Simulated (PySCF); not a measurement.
NMR data simulated for an unnamed compound:

¹H NMR (600 MHz, computed): δ 5.88 (m, 2H), 1.75 (m, 6H).

¹³C{¹H} NMR (computed): δ 138.7 (CH), 21.7 (CH3).

PySCF calculation with structure optimised with PBE0-D3(BJ)/def2-TZVP, NMR shieldings at PBE0/pcSseg-2/GIAO and J: B3LYP/pcJ-2 (without the spin–dipole term); fast rotation and ring inversion assumed for equivalent nuclei, relativity neglected, no solvent, one conformer.

Referencing at the same level of theory: TMS for ¹H, ¹³C.

**Question.** Which of these does the molecule contain: a tert-butyl group, a nitrile, an aldehyde, a non-aromatic C=C double bond?

**Answer.** 
- A tert-butyl group: no.
- A nitrile: no.
- An aldehyde: no.
- A non-aromatic C=C double bond: yes.

The data belong to `C/C=C/C`, C4H8; they needn't prove each group on their own.

Carbon signals by region: 1 in the sp2 and nitrile region (100–160 ppm), 1 below 50 ppm.

Splittings below 1 Hz are ignored in the labels, and close J values are merged. Couplings among chemically equivalent protons are left out too, so labels in AA′BB′ or AA′XX′ sets are apparent multiplicities. Shifts are as computed. Against solution values, carbons near 30 ppm lie about +3 ppm off and those near 130 ppm about +9 ppm. Of 1309 compounds with measured shifts, 239 miss one by over three times the rms of a fit or turn the order of signals round; such compounds aren't used in these exercises.
